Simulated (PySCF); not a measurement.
**BH (SMILES [BH]) at PBE0/def2-TZVPPD**

Aim: the vertical singlet–triplet gap of BH at PBE0/def2-TZVPPD, from 2 runs. Input form: a Python script.

The results are computed with PySCF 2.14.0.

3 further runs of the same task are left out: 1 that didn't finish, 2 set aside as unsound or not needed.

### 1 The system as given

BH has 2 atoms, charge 0, and is taken as a singlet. As SMILES, `[BH]`. Geometry: the measured bond length.

Bond lengths: B1–H2 1.232 Å.

### 2 A single-point energy at PBE0/def2-TZVPPD

job.py

```python
from pyscf import gto, dft

mol = gto.Mole()
mol.atom = [
    ('B', (0.000000, 0.000000, 0.000000)),
    ('H', (0.000000, 0.000000, 1.232400)),
]
mol.verbose = 3
mol.basis = 'def2-tzvppd'
mol.max_memory = 1860
mol.build()

mf = dft.RKS(mol)
mf.xc = 'pbe0'
mf.grids.level = 5
mf.conv_tol = 1e-10
mf.kernel()
if not mf.converged:
    mf = mf.newton().run(mf.mo_coeff, mf.mo_occ)

energy = mf.e_tot
print('Final energy', energy)
```

Command:

```
OMP_NUM_THREADS=1 python job.py
```

Log:

```text
converged SCF energy = -25.2476891648335
Final energy -25.24768916483353
```

Wall time 3 s (1 thread of Arm Neoverse N1, shared host); peak memory 0.26 GiB.

### 3 The triplet, same level

calc.py

```python
from pyscf import gto, dft

molecule = gto.M(
    atom='''
B      0.000000     0.000000     0.000000
H      0.000000     0.000000     1.232400
''',
    verbose=3,
    basis='def2-tzvppd',
    spin=2,
    charge=0,
    max_memory=1860,
)

mf = dft.UKS(molecule, xc='pbe0')
mf.conv_tol = 1e-10
mf.grids.level = 5
mf.kernel()
if not mf.converged:
    mf = mf.newton().run(mf.mo_coeff, mf.mo_occ)

e_final = mf.e_tot
print('E = %.10f Eh' % e_final)
```

Command:

```
OMP_NUM_THREADS=1 python calc.py
```

Log:

```text
WARN: HOMO -0.09283541657353 >= LUMO -0.213083167655014

converged SCF energy = -25.2141790969065  <S^2> = 2.0014476  2S+1 = 3.0009649
E = -25.2141790969 Eh
```

It took 5.1 s on 1 thread of Arm Neoverse N1, shared host; peak memory 0.27 GiB.

### 4 Outcome

At PBE0/def2-TZVPPD:

| quantity | value |
| --- | --- |
| singlet: total energy | -25.24769 Eh |
| singlet: dipole moment | 1.59 D |
| singlet: HOMO energy | -6.67 eV |
| singlet: LUMO energy | -2.35 eV |
| singlet: HOMO–LUMO gap | 4.32 eV |
| triplet: total energy | -25.21418 Eh |
| triplet: dipole moment | 0.20 D |
| triplet: HOMO energy (highest over α and β) | -5.53 eV |
| triplet: LUMO energy (lowest over α and β) | -2.79 eV |
| triplet: ⟨S²⟩ | 2.001 |
| vertical energy of the triplet above the singlet | 0.912 eV |

At this shape the triplet lies 0.91 eV (21.0 kcal/mol) above the singlet.
